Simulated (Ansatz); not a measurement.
fcc Cu: properties by level of theory

Reference values: lattice constant a 3.595 Å (measured, low-temperature or extrapolated to 0 K; zero-point anharmonic expansion removed; as tabulated in Csonka et al. (2009), arXiv:0903.4037); bulk modulus 144 GPa (measured, 0 K value with the zero-point phonon effect removed, our sources range from 140 to 145; as tabulated in Mejia-Rodriguez and Trickey (2018), arXiv:1807.09216); cohesive energy 3.52 eV/atom (measured, zero-point vibration energy added; as tabulated in Harl et al. (2010), doi:10.1103/physrevb.81.115126).

| level (code) | lattice parameter a (Å) | bulk modulus B0 (GPa) | cohesive energy (eV/atom) |
|---|---|---|---|
| PBE-D4 (Ansatz) | 3.573 | 164 | 4.09 |
| PBEsol-D3(BJ) (Ansatz) | (withheld) | (withheld) | 4.64 |
| B3LYP (VWN-RPA form) (Ansatz) | (withheld) | (withheld) | 2.61 |

Fill in the missing entries.


- PBEsol-D3(BJ) (Ansatz, a quantum-chemistry and plane-wave program), lattice parameter a (Å): 3.510
- PBEsol-D3(BJ) (Ansatz), bulk modulus B0 (GPa): 193
- B3LYP (VWN-RPA form) (Ansatz), lattice parameter a (Å): 3.690
- B3LYP (VWN-RPA form) (Ansatz), bulk modulus B0 (GPa): 111

Differences from the reference values (errors of the level alone only where the reference is corrected to a static lattice):

| level | lattice constant a (%) | bulk modulus (%) | cohesive energy (eV/atom) |
|---|---|---|---|
| PBE-D4 | -0.61 | +13.9 | +0.57 |
| PBEsol-D3(BJ) | -2.36 | +34 | +1.12 |
| B3LYP (VWN-RPA form) | +2.64 | -23 | -0.91 |

Nearest: lattice constant a, PBE-D4; bulk modulus, PBE-D4; cohesive energy, PBE-D4.

Ansatz's density-functional and Hartree–Fock values are scalar-relativistic unless marked +SOC, with PAW data made under PBE.

Differences are worked out from the printed values.

Free atoms are spin-polarised, in the lowest state found; at levels without +SOC their spin–orbit coupling is left out.

Static lattice: no zero-point or thermal effects.
